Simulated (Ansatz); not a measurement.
Geometry optimisation, UKS BHLYP-D4/STO-3G in Ansatz.

The input (input.yaml):

```yaml
crystal:
  periodic: [false, false, false]
  atoms:
    - { symbol: S, position_ang: [-1.2796, -1.2028, -1.1768] }
    - { symbol: Al, position_ang: [0.4636, 0.0394, -0.5001] }
    - { symbol: S, position_ang: [1.3821, -0.3922, 1.4995] }
    - { symbol: H, position_ang: [-2.15, -0.2442, -0.5903] }
    - { symbol: H, position_ang: [1.0569, 1.1967, -1.442] }
    - { symbol: H, position_ang: [0.569, 0.539, 2.1635] }
magnetization:
  spin_polarized: true
basis:
  gaussian: { orbitals: STO-3G }
hamiltonian:
  xc: { name: BHLYP }
  dispersion: d4
relax:
  f_tol: 0.02
  max_steps: 50
output:
  orbitals: {}
```

Launched with:

```bash
$ ansatz run input.yaml --threads 1 --pin off --max-ram 2048MiB --backend cpu --events-out ev --progress --plain --runs-dir out
```

Problem. Where does it end, and by what steps?

Solution. It converged. Limits of this set-up: minimal basis. After 12 steps the energy has fallen by 1.233 eV; H6 moved furthest, 1.33 Å.

```tsv
step	energy less start (eV)	largest force component (eV/Å)	accepted
0	0.0000	2.690	yes
1	-0.5168	0.698	yes
2	-0.5467	0.227	yes
3	-0.5522	0.223	yes
4	-0.5815	0.320	yes
5	-0.6721	0.727	yes
6	-0.8134	1.080	yes
7	-0.9807	0.745	yes
8	-1.1133	0.476	yes
9	-1.2012	0.299	yes
10	-1.2328	0.080	yes
11	-1.2294	0.228	no
12	-1.2334	0.002	yes
```

```xyz
6
Properties=species:S:1:pos:R:3
S -1.441 -1.209 -0.785
Al 0.033 0.091 -0.064
S 1.041 -0.479 1.680
H -1.763 -0.442 -1.839
H 0.350 1.363 -0.759
H 1.823 0.612 1.721
```

Whether the end is a true minimum wasn't checked by a vibrational analysis.

The run took 15 s on 1 thread of Intel(R) Xeon(R) Platinum 8488C (Sapphire Rapids), with other jobs on the host, peak memory 0.14 GiB.
